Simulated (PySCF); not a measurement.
# 2,2-difluoropropane (C₃H₆F₂): NMR shifts at several levels of theory, part 2 of 2

PySCF 2.14.0. Atoms count from 0. Earlier steps stand in the parts before.

## (9) Nuclear shieldings: KT2/pcSseg-2

The job: settings as JSON, then the geometry in Å.

```
{"job": {"kind": "nmr", "xc": "KT2", "basis": "pcSseg-2", "pop": false}, "charge": 0, "multiplicity": 1}
C      1.264085     0.333251    -0.093346
C      0.018833    -0.340368     0.426362
C     -1.256222    -0.024047    -0.313803
F      0.212141    -1.691623     0.401843
F     -0.142218    -0.004912     1.739293
H      1.162991     1.424523    -0.025599
H      2.121740     0.014810     0.514229
H      1.442709     0.052320    -1.139804
H     -1.480065     1.049315    -0.246835
H     -2.080622    -0.590883     0.139543
H     -1.165310    -0.307886    -1.371003
```

Level: GIAO KT2/pcSseg-2 NMR shielding, non-relativistic, gas phase.

The log of the run:

```text
coarse grid: 9152 points
cycle   1  E = -322.2175381622  dE =  4.192e-01  |g| = 9.373e-01  |ddm| = 2.018e+00
cycle   2  E = -321.9247997076  dE =  2.927e-01  |g| = 1.660e+00  |ddm| = 1.416e+00
cycle   3  E = -322.3567592148  dE = -4.320e-01  |g| = 1.743e-01  |ddm| = 1.014e+00
cycle   4  E = -322.3629643063  dE = -6.205e-03  |g| = 4.949e-02  |ddm| = 1.348e-01
cycle   5  E = -322.3635354425  dE = -5.711e-04  |g| = 5.000e-03  |ddm| = 3.243e-02
cycle   6  E = -322.3635392425  dE = -3.800e-06  |g| = 1.103e-03  |ddm| = 3.241e-03
final grid: 89064 points
cycle   7  E = -322.3683435319  dE = -4.052e-04  |g| = 2.531e-02  |ddm| = 1.465e-01
cycle   8  E = -322.3680972127  dE =  2.463e-04  |g| = 4.689e-02  |ddm| = 3.117e-02
cycle   9  E = -322.3684360370  dE = -3.388e-04  |g| = 1.221e-03  |ddm| = 2.143e-02
cycle  10  E = -322.3684362743  dE = -2.373e-07  |g| = 4.130e-04  |ddm| = 1.229e-03
cycle  11  E = -322.3684363160  dE = -4.169e-08  |g| = 9.309e-05  |ddm| = 4.081e-04
cycle  12  E = -322.3684363179  dE = -1.904e-09  |g| = 2.689e-05  |ddm| = 7.636e-05
cycle  13  E = -322.3684363180  dE = -1.052e-10  |g| = 1.216e-05  |ddm| = 1.940e-05
converged SCF energy = -322.3684363180

GIAO shielding tensors (ppm)
atom      isotropic    diamagn.    paramagn.     s11        s22        s33       span
  0 C      156.682     245.423     -88.741    140.445    144.298    185.303     44.859
  1 C       53.204     237.567    -184.363     42.480     45.654     71.478     28.998
  2 C      156.671     245.454     -88.783    140.440    144.318    185.253     44.813
  3 F      260.405     470.199    -209.794    161.310    303.883    316.021    154.711
  4 F      261.177     470.252    -209.074    159.227    308.829    315.476    156.249
  5 H       29.831      30.500      -0.669     26.602     28.136     34.756      8.153
  6 H       29.604      29.220       0.385     26.590     27.739     34.484      7.894
  7 H       29.842      30.518      -0.677     26.574     28.183     34.768      8.194
  8 H       29.821      30.489      -0.667     26.598     28.106     34.760      8.162
  9 H       29.599      29.236       0.363     26.584     27.737     34.477      7.894
 10 H       29.829      30.528      -0.699     26.555     28.189     34.742      8.186
```

It took 34 s on 1 thread of Arm Neoverse V1, shared host; peak memory 0.72 GiB.

In short: δ C1 129.1, C0 25.6, F3 -124.4, H5 1.42 ppm (means over like atoms).

## (10) Shielding tensors: KT3/pcSseg-2

The job, as its differences from that of step 9:

```diff
@@ -1,2 +1,2 @@
-{"job": {"kind": "nmr", "xc": "KT2", "basis": "pcSseg-2", "pop": false}, "charge": 0, "multiplicity": 1}
+{"job": {"kind": "nmr", "xc": "KT3", "basis": "pcSseg-2", "pop": false}, "charge": 0, "multiplicity": 1}
 C      1.264085     0.333251    -0.093346
```

Method: GIAO KT3/pcSseg-2 NMR shielding, non-relativistic, gas phase.

The log of the run:

```text
coarse grid: 9152 points
cycle   1  E = -321.8535841236  dE =  4.040e-01  |g| = 9.457e-01  |ddm| = 1.995e+00
cycle   2  E = -321.5590733996  dE =  2.945e-01  |g| = 1.658e+00  |ddm| = 1.587e+00
cycle   3  E = -321.9968655164  dE = -4.378e-01  |g| = 1.687e-01  |ddm| = 1.152e+00
cycle   4  E = -322.0026608295  dE = -5.795e-03  |g| = 5.191e-02  |ddm| = 1.344e-01
cycle   5  E = -322.0032935675  dE = -6.327e-04  |g| = 4.586e-03  |ddm| = 3.484e-02
cycle   6  E = -322.0032967763  dE = -3.209e-06  |g| = 6.136e-04  |ddm| = 2.846e-03
final grid: 89064 points
cycle   7  E = -322.0054674079  dE = -3.895e-04  |g| = 2.404e-02  |ddm| = 1.285e-01
cycle   8  E = -322.0052917099  dE =  1.757e-04  |g| = 4.162e-02  |ddm| = 3.019e-02
cycle   9  E = -322.0055430227  dE = -2.513e-04  |g| = 2.322e-03  |ddm| = 2.036e-02
cycle  10  E = -322.0055440203  dE = -9.976e-07  |g| = 8.708e-04  |ddm| = 2.130e-03
cycle  11  E = -322.0055442024  dE = -1.821e-07  |g| = 9.881e-05  |ddm| = 8.282e-04
cycle  12  E = -322.0055442044  dE = -2.034e-09  |g| = 2.494e-05  |ddm| = 1.236e-04
cycle  13  E = -322.0055442046  dE = -1.306e-10  |g| = 7.797e-06  |ddm| = 2.399e-05
converged SCF energy = -322.0055442046

GIAO shielding tensors (ppm)
atom      isotropic    diamagn.    paramagn.     s11        s22        s33       span
  0 C      155.943     245.455     -89.512    140.535    144.062    183.233     42.698
  1 C       53.945     237.360    -183.415     43.487     46.101     72.246     28.760
  2 C      155.929     245.485     -89.555    140.527    144.080    183.181     42.654
  3 F      267.666     471.567    -203.901    168.952    310.101    323.945    154.992
  4 F      268.397     471.638    -203.241    166.952    314.907    323.332    156.380
  5 H       30.006      30.800      -0.794     26.803     28.326     34.889      8.086
  6 H       29.779      29.202       0.577     26.784     27.952     34.601      7.816
  7 H       30.015      30.813      -0.798     26.773     28.372     34.900      8.127
  8 H       29.996      30.789      -0.793     26.798     28.297     34.892      8.094
  9 H       29.774      29.225       0.549     26.778     27.950     34.594      7.816
 10 H       30.003      30.827      -0.825     26.755     28.378     34.874      8.119
```

Wall time 34 s (1 thread of Arm Neoverse V1, shared host); peak memory 0.72 GiB.

Key values: δ C1 127.4, C0 25.4, F3 -121.1, H5 1.43 ppm (means over like atoms).

## (11) Nuclear shieldings: B97-D/pcSseg-2

The job, as its differences from that of step 10:

```diff
@@ -1,2 +1,2 @@
-{"job": {"kind": "nmr", "xc": "KT3", "basis": "pcSseg-2", "pop": false}, "charge": 0, "multiplicity": 1}
+{"job": {"kind": "nmr", "xc": "B97-D", "basis": "pcSseg-2", "pop": false}, "charge": 0, "multiplicity": 1}
 C      1.264085     0.333251    -0.093346
```

Level: GIAO B97-D/pcSseg-2 NMR shielding, non-relativistic, gas phase.

The log of the run:

```text
coarse grid: 9152 points
cycle   1  E = -317.4541892867  dE =  3.749e-01  |g| = 8.803e-01  |ddm| = 2.040e+00
cycle   2  E = -317.2086275685  dE =  2.456e-01  |g| = 1.537e+00  |ddm| = 1.288e+00
cycle   3  E = -317.5800053244  dE = -3.714e-01  |g| = 1.609e-01  |ddm| = 8.863e-01
cycle   4  E = -317.5851493472  dE = -5.144e-03  |g| = 4.622e-02  |ddm| = 1.157e-01
cycle   5  E = -317.5856195643  dE = -4.702e-04  |g| = 4.907e-03  |ddm| = 2.732e-02
cycle   6  E = -317.5856231203  dE = -3.556e-06  |g| = 1.664e-03  |ddm| = 3.731e-03
final grid: 89064 points
cycle   7  E = -317.5765826813  dE = -1.532e-04  |g| = 1.804e-02  |ddm| = 7.123e-02
cycle   8  E = -317.5764659334  dE =  1.167e-04  |g| = 3.313e-02  |ddm| = 2.049e-02
cycle   9  E = -317.5766269509  dE = -1.610e-04  |g| = 1.015e-03  |ddm| = 1.420e-02
cycle  10  E = -317.5766271402  dE = -1.893e-07  |g| = 3.339e-04  |ddm| = 8.862e-04
cycle  11  E = -317.5766271638  dE = -2.365e-08  |g| = 8.018e-05  |ddm| = 3.014e-04
cycle  12  E = -317.5766271652  dE = -1.305e-09  |g| = 2.403e-05  |ddm| = 7.922e-05
cycle  13  E = -317.5766271652  dE = -7.901e-11  |g| = 1.152e-05  |ddm| = 1.739e-05
converged SCF energy = -317.5766271652

GIAO shielding tensors (ppm)
atom      isotropic    diamagn.    paramagn.     s11        s22        s33       span
  0 C      152.635     245.562     -92.927    136.809    140.574    180.522     43.713
  1 C       48.179     236.914    -188.735     36.896     40.374     67.268     30.373
  2 C      152.622     245.593     -92.971    136.803    140.595    180.468     43.666
  3 F      270.696     471.330    -200.633    173.378    314.062    324.649    151.271
  4 F      271.422     471.389    -199.968    171.391    317.862    325.012    153.621
  5 H       30.018      30.620      -0.602     26.897     28.388     34.771      7.874
  6 H       29.776      29.423       0.353     26.853     28.008     34.466      7.613
  7 H       30.028      30.635      -0.607     26.867     28.435     34.782      7.915
  8 H       30.009      30.613      -0.604     26.892     28.358     34.775      7.883
  9 H       29.771      29.441       0.330     26.847     28.006     34.460      7.613
 10 H       30.015      30.648      -0.633     26.849     28.441     34.756      7.907
```

Wall time 34 s (1 thread of Arm Neoverse V1, shared host); peak memory 0.72 GiB.

In short: δ C1 130.8, C0 26.4, F3 -116.9, H5 1.46 ppm (means over like atoms).

## (12) Shielding tensors: B3LYP/pcSseg-2

The job, as its differences from that of step 11:

```diff
@@ -1,2 +1,2 @@
-{"job": {"kind": "nmr", "xc": "B97-D", "basis": "pcSseg-2", "pop": false}, "charge": 0, "multiplicity": 1}
+{"job": {"kind": "nmr", "xc": "B3LYP", "basis": "pcSseg-2", "pop": false}, "charge": 0, "multiplicity": 1}
 C      1.264085     0.333251    -0.093346
```

With the program's defaults for keys left out, this is: GIAO B3LYP/pcSseg-2 NMR shielding, non-relativistic, gas phase.

The log of the run:

```text
coarse grid: 9152 points
cycle   1  E = -317.6697626277  dE =  4.278e-01  |g| = 7.886e-01  |ddm| = 2.000e+00
cycle   2  E = -317.5644440077  dE =  1.053e-01  |g| = 1.174e+00  |ddm| = 8.733e-01
cycle   3  E = -317.7721268521  dE = -2.077e-01  |g| = 1.030e-01  |ddm| = 5.256e-01
cycle   4  E = -317.7740976469  dE = -1.971e-03  |g| = 3.299e-02  |ddm| = 7.167e-02
cycle   5  E = -317.7743322210  dE = -2.346e-04  |g| = 3.410e-03  |ddm| = 2.112e-02
cycle   6  E = -317.7743341080  dE = -1.887e-06  |g| = 9.952e-04  |ddm| = 2.741e-03
final grid: 89064 points
cycle   7  E = -317.7753176094  dE = -9.114e-05  |g| = 6.761e-03  |ddm| = 4.147e-02
cycle   8  E = -317.7753096517  dE =  7.958e-06  |g| = 9.699e-03  |ddm| = 7.310e-03
cycle   9  E = -317.7753256384  dE = -1.599e-05  |g| = 8.230e-04  |ddm| = 4.437e-03
cycle  10  E = -317.7753257241  dE = -8.575e-08  |g| = 3.393e-04  |ddm| = 5.357e-04
cycle  11  E = -317.7753257471  dE = -2.299e-08  |g| = 3.418e-05  |ddm| = 1.935e-04
cycle  12  E = -317.7753257473  dE = -2.169e-10  |g| = 7.264e-06  |ddm| = 3.357e-05
converged SCF energy = -317.7753257473

GIAO shielding tensors (ppm)
atom      isotropic    diamagn.    paramagn.     s11        s22        s33       span
  0 C      152.311     242.609     -90.298    135.801    140.058    181.073     45.272
  1 C       48.681     235.158    -186.477     35.479     43.012     67.553     32.074
  2 C      152.299     242.641     -90.342    135.795    140.081    181.020     45.225
  3 F      275.495     470.677    -195.182    175.292    319.398    331.797    156.505
  4 F      276.233     470.725    -194.492    173.303    323.891    331.506    158.204
  5 H       30.018      30.341      -0.324     26.828     28.316     34.909      8.081
  6 H       29.730      29.384       0.345     26.683     27.917     34.589      7.906
  7 H       30.027      30.354      -0.328     26.798     28.363     34.919      8.121
  8 H       30.007      30.333      -0.326     26.824     28.286     34.913      8.089
  9 H       29.725      29.396       0.329     26.677     27.915     34.583      7.906
 10 H       30.014      30.363      -0.349     26.779     28.369     34.893      8.114
```

Run time: 22 s. Hardware: 1 thread of Arm Neoverse V1, shared host; peak memory 0.99 GiB.

Key values: δ C1 130.5, C0 26.9, F3 -106.1, H5 1.47 ppm (means over like atoms).

## (13) NMR shieldings: PBE0/pcSseg-2

The job, as its differences from that of step 12:

```diff
@@ -1,2 +1,2 @@
-{"job": {"kind": "nmr", "xc": "B3LYP", "basis": "pcSseg-2", "pop": false}, "charge": 0, "multiplicity": 1}
+{"job": {"kind": "nmr", "xc": "PBE0", "basis": "pcSseg-2", "pop": false}, "charge": 0, "multiplicity": 1}
 C      1.264085     0.333251    -0.093346
```

Method: GIAO PBE0/pcSseg-2 NMR shielding, non-relativistic, gas phase.

The log of the run:

```text
coarse grid: 9152 points
cycle   1  E = -317.3401393157  dE =  4.437e-01  |g| = 7.307e-01  |ddm| = 2.008e+00
cycle   2  E = -317.2724387237  dE =  6.770e-02  |g| = 1.022e+00  |ddm| = 7.576e-01
cycle   3  E = -317.4293356344  dE = -1.569e-01  |g| = 8.383e-02  |ddm| = 4.356e-01
cycle   4  E = -317.4306359635  dE = -1.300e-03  |g| = 2.823e-02  |ddm| = 5.903e-02
cycle   5  E = -317.4308089187  dE = -1.730e-04  |g| = 3.087e-03  |ddm| = 1.861e-02
cycle   6  E = -317.4308105487  dE = -1.630e-06  |g| = 9.237e-04  |ddm| = 2.478e-03
final grid: 89064 points
cycle   7  E = -317.4314509123  dE = -1.024e-04  |g| = 6.978e-03  |ddm| = 4.020e-02
cycle   8  E = -317.4314450090  dE =  5.903e-06  |g| = 9.219e-03  |ddm| = 8.226e-03
cycle   9  E = -317.4314610312  dE = -1.602e-05  |g| = 9.239e-04  |ddm| = 4.518e-03
cycle  10  E = -317.4314611464  dE = -1.152e-07  |g| = 3.412e-04  |ddm| = 6.139e-04
cycle  11  E = -317.4314611665  dE = -2.017e-08  |g| = 3.074e-05  |ddm| = 1.805e-04
cycle  12  E = -317.4314611667  dE = -1.623e-10  |g| = 7.840e-06  |ddm| = 2.864e-05
converged SCF energy = -317.4314611667

GIAO shielding tensors (ppm)
atom      isotropic    diamagn.    paramagn.     s11        s22        s33       span
  0 C      157.716     244.974     -87.258    141.560    145.982    185.606     44.046
  1 C       55.664     237.004    -181.339     42.536     49.780     74.677     32.141
  2 C      157.706     245.003     -87.298    141.554    146.007    185.555     44.001
  3 F      278.954     469.703    -190.749    179.576    323.284    334.003    154.427
  4 F      279.684     469.752    -190.068    177.628    327.009    334.415    156.787
  5 H       29.915      30.362      -0.447     26.571     28.123     35.051      8.480
  6 H       29.618      29.124       0.494     26.398     27.698     34.757      8.359
  7 H       29.924      30.377      -0.453     26.541     28.171     35.061      8.521
  8 H       29.905      30.354      -0.449     26.567     28.092     35.055      8.489
  9 H       29.613      29.141       0.472     26.391     27.697     34.750      8.359
 10 H       29.911      30.389      -0.477     26.522     28.177     35.035      8.513
```

Run time: 22 s. Hardware: 1 thread of Arm Neoverse V1, shared host; peak memory 0.99 GiB.

This run: δ C1 128.5, C0 26.4, F3 -103.5, H5 1.43 ppm (means over like atoms).

## (14) Nuclear shieldings: mPW1PW91/pcSseg-2

The job, as its differences from that of step 13:

```diff
@@ -1,2 +1,2 @@
-{"job": {"kind": "nmr", "xc": "PBE0", "basis": "pcSseg-2", "pop": false}, "charge": 0, "multiplicity": 1}
+{"job": {"kind": "nmr", "xc": "mPW1PW91", "basis": "pcSseg-2", "pop": false}, "charge": 0, "multiplicity": 1}
 C      1.264085     0.333251    -0.093346
```

Level: GIAO mPW1PW91/pcSseg-2 NMR shielding, non-relativistic, gas phase.

The log of the run:

```text
coarse grid: 9152 points
cycle   1  E = -317.5981027654  dE =  4.445e-01  |g| = 7.496e-01  |ddm| = 2.004e+00
cycle   2  E = -317.5265346329  dE =  7.157e-02  |g| = 1.050e+00  |ddm| = 7.698e-01
cycle   3  E = -317.6909369380  dE = -1.644e-01  |g| = 8.524e-02  |ddm| = 4.449e-01
cycle   4  E = -317.6922959694  dE = -1.359e-03  |g| = 2.829e-02  |ddm| = 6.057e-02
cycle   5  E = -317.6924710217  dE = -1.751e-04  |g| = 3.087e-03  |ddm| = 1.856e-02
cycle   6  E = -317.6924726442  dE = -1.623e-06  |g| = 9.324e-04  |ddm| = 2.488e-03
final grid: 89064 points
cycle   7  E = -317.6921324278  dE = -9.516e-05  |g| = 5.652e-03  |ddm| = 3.743e-02
cycle   8  E = -317.6921288789  dE =  3.549e-06  |g| = 7.348e-03  |ddm| = 6.518e-03
cycle   9  E = -317.6921388118  dE = -9.933e-06  |g| = 7.411e-04  |ddm| = 3.535e-03
cycle  10  E = -317.6921388795  dE = -6.776e-08  |g| = 3.138e-04  |ddm| = 4.891e-04
cycle  11  E = -317.6921388972  dE = -1.764e-08  |g| = 2.855e-05  |ddm| = 1.665e-04
cycle  12  E = -317.6921388973  dE = -1.428e-10  |g| = 7.039e-06  |ddm| = 2.690e-05
converged SCF energy = -317.6921388973

GIAO shielding tensors (ppm)
atom      isotropic    diamagn.    paramagn.     s11        s22        s33       span
  0 C      157.078     245.247     -88.169    141.063    145.488    184.683     43.620
  1 C       54.925     236.976    -182.051     41.666     49.209     73.899     32.233
  2 C      157.067     245.277     -88.210    141.055    145.513    184.632     43.576
  3 F      280.348     469.806    -189.458    180.859    324.950    335.234    154.375
  4 F      281.072     469.852    -188.780    178.934    328.572    335.711    156.777
  5 H       29.962      30.361      -0.399     26.631     28.180     35.075      8.444
  6 H       29.661      29.115       0.546     26.448     27.760     34.775      8.328
  7 H       29.971      30.377      -0.406     26.601     28.227     35.085      8.484
  8 H       29.952      30.353      -0.401     26.627     28.149     35.079      8.452
  9 H       29.656      29.131       0.525     26.441     27.759     34.769      8.328
 10 H       29.959      30.389      -0.431     26.583     28.234     35.059      8.476
```

Wall time 22 s (1 thread of Arm Neoverse V1, shared host); peak memory 0.99 GiB.

In short: δ C1 128.6, C0 26.5, F3 -103.5, H5 1.43 ppm (means over like atoms).

## (15) Side by side: NMR shifts

Shifts (ppm), means over like atoms, with basis size and wall time (the measured row can stand on another reference than the computed rows):

| run | C1 | C0 | H5 | F3 | functions | time |
| --- | --- | --- | --- | --- | --- | --- |
| HF/pcSseg-2 | 112.8 | 25.6 | 1.48 | -77.8 | 264 | 12 s |
| LDA/pcSseg-2 | 137.8 | 26.8 | 1.45 | -117.1 | 264 | 27 s |
| PBE/pcSseg-2 | 133.6 | 26.6 | 1.43 | -118.3 | 264 | 32 s |
| BLYP/pcSseg-2 | 134.6 | 27.1 | 1.47 | -118.5 | 264 | 34 s |
| BP86/pcSseg-2 | 133.5 | 26.7 | 1.44 | -118.9 | 264 | 32 s |
| OPBE/pcSseg-2 | 128.6 | 25.4 | 1.39 | -116.6 | 264 | 34 s |
| KT2/pcSseg-2 | 129.1 | 25.6 | 1.42 | -124.4 | 264 | 34 s |
| KT3/pcSseg-2 | 127.4 | 25.4 | 1.43 | -121.1 | 264 | 34 s |
| B97-D/pcSseg-2 | 130.8 | 26.4 | 1.46 | -116.9 | 264 | 34 s |
| B3LYP/pcSseg-2 | 130.5 | 26.9 | 1.47 | -106.1 | 264 | 22 s |
| PBE0/pcSseg-2 | 128.5 | 26.4 | 1.43 | -103.5 | 264 | 22 s |
| mPW1PW91/pcSseg-2 | 128.6 | 26.5 | 1.43 | -103.5 | 264 | 22 s |
| measured | – | – | – | -84.5 | – | – |

Measured: G. Saielli, R. Bini, A. Bagno, Computational 19F NMR. 2. Organic compounds, RSC Adv. 2014, ESI (exp. from Berger-Braun-Kalinowski 1994 and Everett 1995).

## (16) Results

This closing draws on all 2 parts.

| quantity | value |
| --- | --- |
| point group | C2v |
| rotational constants (main isotopes) | 5.19, 4.86, 4.84 GHz |
| ¹³C shifts against TMS (HF/pcSseg-2, means over atoms taken as alike) | 112.8, 25.6 ppm |
| ¹H shifts against TMS (HF/pcSseg-2, means over atoms taken as alike) | 1.48 ppm |
| ¹⁹F shifts against CFCl3 (HF/pcSseg-2, means over atoms taken as alike) | -77.8 ppm |
| measured, and computed on the same scale | F3 δ -84.5, -77.8 ppm |
| range of the shift of F3 | -124.4 to -77.8 ppm |

In words: Single values in the summary come from the first run of each kind that ended normally (HF/pcSseg-2), which need not be the best level. The start was shaken at random, so part of the energy gained undoes that. Relaxing lowered the energy by 0.468 eV in 5 steps; the close pair that moved most is C0–H5, from 1.208 to 1.098 Å. At HF/pcSseg-2: The widest tensor belongs to F3, F4: span 149 ppm, with a paramagnetic part of -146 ppm. The one measured ¹⁹F shift is missed by +6.7 ppm (computed less measured, unscaled). Vibration, temperature and solvent are missing from the calculation, and it holds one conformer, so part of the miss against the measured shifts is not the functional's. Across the 12 runs the shift of F3 (with its like atoms) moves most, between -124.4 (KT2/pcSseg-2) and -77.8 ppm (HF/pcSseg-2). For the one measured ¹⁹F shift, HF/pcSseg-2 misses least (6.7 ppm, 12 s) and KT2/pcSseg-2 most (39.9 ppm, 34 s). One molecule ranks no method: errors cancel, and vibration and temperature are missing from all runs.
